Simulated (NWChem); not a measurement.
**A calculation on diphosphorus (P₂)**

Program: NWChem. The geometry was optimised at PBE0/def2-SVP, a minimum by its harmonic frequencies.

The NWChem input:

```
start mol
memory heap 200 mb stack 900 mb global 1100 mb
geometry "system" units angstroms nocenter noautoz noautosym
  P      0.000000     0.000000     0.945544
  P      0.000000     0.000000    -0.945544
end
set geometry "system"
basis spherical
  * library 6-31g*
end
dft
  xc xpbe96 cpbe96
  semidirect memsize 60000000 filesize 0
  iterations 100
  convergence energy 1e-10 density 1e-9 gradient 1e-8
  tolerances tight
end
task dft energy
rt_tddft
  tmax 150.0
  dt 0.2
  tag "kick"
  print dipole
  field "kick"
    type delta
    polarization y
    max 0.0001
  end
  excite "system" with "kick"
end
task dft rt_tddft
```

Change of the dipole's y component after the kick, in units of 1e-4 a.u.:

```csv
time (a.u.),Δμ
0.0,0.000
0.4,0.304
0.8,0.558
1.2,0.822
1.6,1.043
2.0,1.060
2.4,1.026
2.8,0.952
3.2,0.730
3.6,0.500
4.0,0.335
4.4,0.109
4.8,-0.034
5.2,-0.056
5.6,-0.094
6.0,-0.042
6.4,0.085
6.8,0.165
7.2,0.248
7.6,0.336
8.0,0.315
8.4,0.241
8.8,0.157
9.2,-0.035
9.6,-0.238
10.0,-0.411
10.4,-0.609
10.8,-0.756
11.2,-0.818
11.6,-0.838
12.0,-0.803
12.4,-0.670
12.8,-0.524
13.2,-0.362
13.6,-0.159
14.0,-0.001
14.4,0.131
14.8,0.236
15.4,0.305
15.8,0.295
16.2,0.281
16.6,0.238
17.0,0.182
17.4,0.172
17.8,0.145
18.2,0.147
18.6,0.193
19.0,0.224
19.4,0.271
19.8,0.335
20.2,0.362
20.6,0.367
21.0,0.374
21.4,0.316
21.8,0.234
22.2,0.157
22.6,0.024
23.0,-0.098
23.4,-0.194
23.8,-0.304
24.2,-0.374
24.6,-0.390
25.0,-0.404
25.4,-0.369
25.8,-0.284
26.2,-0.227
26.6,-0.131
27.0,-0.029
27.4,0.013
27.8,0.071
28.2,0.106
28.6,0.077
29.0,0.055
29.4,0.036
29.8,-0.037
```
